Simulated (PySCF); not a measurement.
C₃H₆NP.
SMILES with atom numbers: `[N:1]#[C:2][CH2:3][CH2:4][PH2:5]`

Lines to be assigned: C 1s: 291.43 (area 1), 292.22 (area 1), 292.46 (area 1) eV; N 1s: 405.00 eV; P 1s: 2150.51 eV; P 2p3/2: 136.96 eV.

Computed with delta-SCF UKS SCAN, pcX-2 on the ionised atom, pcseg-1 elsewhere, spin-free X2C in PySCF. One conformer (not necessarily the lowest) at the GFN2-xTB geometry, without solvent, vibrations or thermal averaging.

(1) Which carbon gives which C 1s line?

Results:

(1) 291.43 eV: C4 (sp3 carbon bound to phosphorus); 292.22 eV: C2 (nitrile carbon); 292.46 eV: C3 (sp3 carbon next to a nitrile). Lowest listed C 1s: C4, bonded to C, 2 H and P. Highest, 1.03 eV above it: C3, bonded to 2 C and 2 H. The widest gap between neighbouring values is 0.79 eV, between 291.43 and 292.22 eV.

Bonded neighbours of each site: N1: C (triple bond); C2: N (triple bond) and C; C3: 2 C and 2 H; C4: C, 2 H and P; P5: C and 2 H.

Q: What is the longest wavelength that can ionise P 2p3/2 of P5 vertically?

A: λ = hc/E = 12398.42 eV Å / 136.96 eV = 90.526 Å.

Spin–orbit coupling isn't in the SCF: each 2p doublet comes from a relaxed spin-free hole plus a matrix of the shell (mean-field spin–orbit coupling and the ground-state 2p splitting), with 2p3/2 averaged over its two sublevels. 2p1/2 minus 2p3/2 (ligand field included): P 0.89 eV.

Shape of the structure used: `[N:1]#[C:2][CH2:3][CH2:4][PH2:5]`: C2–C3–C4–P5 180°, H–P5–C4–C3 46°, H–P5–C4–C3 -46°.
